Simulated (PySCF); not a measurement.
Chlorine: a sound run and one with changed settings

Sound run: Cl [Ne] 3s2 3p5, Cl+ [Ne] 3s2 3p4. Computed with PySCF 2.14 in x2c-TZVPall (5s5p2d1f, 37 functions), with the spin-free X2C one-electron Hamiltonian (Gaussian nucleus). The sound run starts from symmetry-adapted Hartree-Fock orbitals and uses a fine grid where one is needed.

Changed run: 6 angular points. This setting is unsound on purpose.

```
species  method  sound run (hartree)  changed run (hartree)  converged
     Cl     UHF           -460.88778             -460.88778        yes
     Cl     PBE           -461.38210             -463.72831         no
     Cl  M06-2X           -461.56403             -461.75379        yes
    Cl+     UHF           -460.45561             -460.45561        yes
    Cl+     PBE           -460.90659             -462.85728        yes
    Cl+  M06-2X           -461.08624             -461.23102        yes
```

Ionisation energy of Cl:

```tsv
method	sound run (eV)	changed run (eV)
UHF	11.760	11.760
M06-2X	13.001	14.225
```

A coarse angular grid integrates products of high-l functions wrongly, so density functionals can shift, and the SCF can exploit the error; Hartree-Fock and MP2 need no grid.

For comparison, NIST gives 12.968 eV between the lowest levels.
